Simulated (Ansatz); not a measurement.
in.yaml

```yaml
crystal:
  periodic: [false, false, false]
  atoms:
    - {symbol: C, position_ang: [0.000000, 0.000000, 0.000000]}
    - {symbol: Li, position_ang: [0.000000, 0.000000, 2.011200]}
basis:
  gaussian: {orbitals: STO-3G}
total_charge: -1
magnetization: {spin_polarized: false, initial_magnetization: 2}
correlation: {active_space: {window: {electrons: 10, orbitals: 10}, states: [{multiplicity: 3, weights: [1, 1, 1, 1, 1]}], fixed_orbitals: true}}
accuracy: high
scf: {lower_state_search: light}
```

```sh
$ ansatz run in.yaml --threads 1 --pin off --events-out ev --progress --plain --max-ram 2393MiB
```

Log:

```
149 factors; integrals over basis functions are off by at most 6.7e-8 eV
mean field evaluation 1: about -1180.4734 eV, gradient 4.3e1 eV
mean field evaluation 2: about -1180.8304 eV, gradient 4.2e1 eV
mean field evaluation 4: about -1204.7154 eV, gradient 1.6e1 eV
mean field evaluation 8: about -1206.2815 eV, gradient 3.0e0 eV
mean field evaluation 16: about -1207.0467 eV, gradient 1.0e0 eV
mean field evaluation 32: about -1208.1454 eV, gradient 1.3e-3 eV
mean field evaluation 64: about -1208.1454 eV, gradient 2.5e-7 eV
mean field evaluation 96: about -1207.2818 eV, gradient 4.3e0 eV
mean field evaluation 128: about -1207.1419 eV, gradient 2.6e-6 eV
mean field evaluation 160: about -1207.8833 eV, gradient 7.9e-1 eV
mean field evaluation 192: about -1208.3938 eV, gradient 8.0e-2 eV
mean field evaluation 224: about -1206.9749 eV, gradient 6.1e0 eV
mean field evaluation 256: about -1207.5914 eV, gradient 2.5e-1 eV
mean field evaluation 288: about -1207.1419 eV, gradient 8.2e-4 eV
mean field -1208.39412943 eV, -44.4076651776 hartree, gradient 2.2e-8 eV, S^2 2.000000; 16 other end points of the search recorded, 0 dependent functions left out
reference -1208.39412943 eV, -44.4076651776 hartree; 6, 4 occupied and 4, 6 virtual orbitals, 149 factors
state -1211.68247065 eV, -44.5285094884 hartree
state -1210.29029546 eV, -44.4773479940 hartree
state -1210.29029546 eV, -44.4773479940 hartree
state -1209.97563983 eV, -44.4657846130 hartree
state -1209.97563983 eV, -44.4657846130 hartree
Total energy: -1210.44286825 eV, -44.4829549405 hartree
```

Natural occupations, averaged over the states: 2.0000 1.9999 1.9489 1.3163 0.9611 0.9611 0.5513 0.1120 0.1120 0.0375.

Ran on 1 thread of Arm Neoverse V2, shared host: 2.1 s wall, 0.1 GiB peak host memory.
